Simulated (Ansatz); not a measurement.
Ideal-gas functions of CH5PS (`CSP`) at 400 K and 1 bar, from an Ansatz frequency run at PBE0-D4/def2-TZVP.

Molar mass 80.09 g/mol, point group Cs (symmetry number 1), electronic degeneracy 1, moments of inertia 32.527, 118.748, 143.762 u Å². Harmonic wavenumbers (cm⁻¹, unscaled): 78, 144, 232, 503, 725, 801, 802, 973, 986, 1131, 1348, 1460, 1472, 2400, 2404, 3063, 3156, 3161.

Use S(trans) = R[1.5 ln M + 2.5 ln T − 1.1517]; rotational temperatures θ = 24.2544 K / I; S(rot) = R[ln(√π/σ · √(T³/θAθBθC)) + 1.5]; for each mode x = 1.438777 ν̃/T, S = R[x/(eˣ − 1) − ln(1 − e⁻ˣ)] and H = RT x/(eˣ − 1); 1 cm⁻¹ = 0.0119627 kJ/mol; R = 8.31446 J/(mol·K).

Task: By hand: the entropy, in J/(mol·K).

Result: Translation 169.6. Rotation: θ = 0.7457, 0.2043, 0.1687 K, giving 107.2. Vibration, mode by mode: 18.91, 13.88, 10.06, 4.43, 2.36, 1.90, 1.90, 1.16, 1.12, 0.73, 0.38, 0.27, 0.26, 0.01, 0.01, 0.00, 0.00, 0.00, in all 57.4. Electronic 0.0. Sum 334.2 J/(mol·K).

Task: By hand: H − E and G − E in kJ/mol, counted from the electronic energy.

Result: Zero-point energy ½ × 24839 × 0.0119627 = 148.6; thermal vibration 11.8; translation, rotation and pV give 4 RT = 13.3. H − E = 173.7 kJ/mol, and G − E = 173.7 − 400 × 334.2/1000 = 40.0 kJ/mol.

Vibration gives 17 % of the entropy, 32.8 J/(mol·K) of it from the modes under 150 cm⁻¹: soft modes count most, and the harmonic formula is weakest for them. The sum counts one conformer and one mirror image; others add a mixing term.
